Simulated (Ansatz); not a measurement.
The input, for Ansatz 0.2.0:

```yaml
crystal:
  periodic: [false, false, false]
  atoms:
    - {symbol: B, position_ang: [-0.891358, 0.000000, 1.048401]}
    - {symbol: Al, position_ang: [0.313776, 0.000000, -0.431875]}
    - {symbol: H, position_ang: [-0.144412, 0.000000, 1.965881]}
    - {symbol: H, position_ang: [1.305492, 0.000000, -1.650007]}
basis:
  gaussian: {orbitals: cc-pVDZ}
magnetization: {spin_polarized: true, initial_magnetization: 2}
correlation: {method: ccsdt_q, electrons: outside_noble_gas, diis_vectors: 1}
```

```sh
$ ansatz run in.yaml --threads 1 --pin off --events-out ev --progress --plain --max-ram 2393MiB
```

Problem. Roughly how long does this take on 1 thread of Intel Xeon Platinum 8488C, shared host, and how much host memory?

Solution. 12 s wall and 0.22 GiB.

```
774 factors; integrals over basis functions are off by at most 2.3e-7 eV
mean field evaluation 1: about -7281.1023 eV, gradient 9.4e0 eV
mean field evaluation 2: about -7281.1490 eV, gradient 9.4e0 eV
mean field evaluation 4: about -7282.4188 eV, gradient 1.7e0 eV
mean field evaluation 8: about -7282.5011 eV, gradient 1.6e-1 eV
mean field evaluation 16: about -7282.5028 eV, gradient 2.0e-6 eV
mean field evaluation 32: about -7277.8413 eV, gradient 8.2e0 eV
mean field evaluation 64: about -7279.1086 eV, gradient 1.4e-2 eV
mean field -7282.50282738 eV, -267.6270426487 hartree, gradient 2.0e-6 eV, S^2 2.024643; 2 other end points of the search recorded, 0 dependent functions left out
determinant -7282.50282738 eV, -267.6270426487 hartree, with singles and doubles -7286.50478960 eV, -267.7741120474 hartree
determinant -7280.40488372 eV, -267.5499446412 hartree, with singles and doubles -7284.15544591 eV, -267.6877752592 hartree
determinant -7279.10866847 eV, -267.5023096091 hartree, with singles and doubles -7283.00473009 eV, -267.6454872330 hartree
6 core orbitals not correlated: weight in the atoms' cores, before any rotation towards them, 1.000 or more for the frozen orbitals, at most 0.000 for the correlated occupied ones
reference -7282.50282738 eV, -267.6270426487 hartree; 5, 3 occupied and 31, 33 virtual orbitals, 774 factors
second order -3.17403425 eV of doubles, -0.00000000 eV of singles
cycle   1  -3.74911833 eV  change   -5.8e-1 eV  update   7.4e-2
cycle   2  -4.09602691 eV  change   -3.5e-1 eV  update   3.6e-2
cycle   3  -4.12640309 eV  change   -3.0e-2 eV  update   1.8e-2
...
cycle  34  -4.16683567 eV  change   -2.7e-6 eV  update   5.6e-6
cycle  35  -4.16683617 eV  change   -5.0e-7 eV  update   4.4e-6
cycle  36  -4.16683750 eV  change   -1.3e-6 eV  update   3.5e-6
cycle  37  -4.16683798 eV  change   -4.8e-7 eV  update   2.9e-6
cycle  38  -4.16683904 eV  change   -1.1e-6 eV  update   2.3e-6
cycle  39  -4.16683928 eV  change   -2.4e-7 eV  update   1.8e-6
cycle  40  -4.16683985 eV  change   -5.7e-7 eV  update   1.4e-6
cycle  41  -4.16683999 eV  change   -1.4e-7 eV  update   1.1e-6
cycle  42  -4.16684041 eV  change   -4.2e-7 eV  update   9.2e-7
cycle  43  -4.16684050 eV  change   -9.5e-8 eV  update   7.3e-7
perturbative correction -0.00789726 eV, -0.0002902191 hartree
Total energy: -7286.67756515 eV, -267.7804614317 hartree
```
